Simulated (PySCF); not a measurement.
A structure optimised at PBE0-D3(BJ)/def2-SVP, used in a PySCF frequency run:

```
C
O 1 1.2019
O 1 1.3428 2 122.42
H 3 0.9696 1 106.21 2 0.00
C 1 1.4991 2 125.88 3 180.00
H 5 1.0951 1 109.66 2 0.00
H 5 1.0998 6 110.21 1 121.01
H 5 1.0998 6 110.21 7 117.99
```
Charge 0, spin multiplicity 1.

Question: Write its SMILES, formula and point group.

Answer: CC(=O)O, C₂H₄O₂, Cs

Question: What are its rotational constants (standard atomic weights)?

Answer: 11.471, 9.5153, 5.3757 GHz
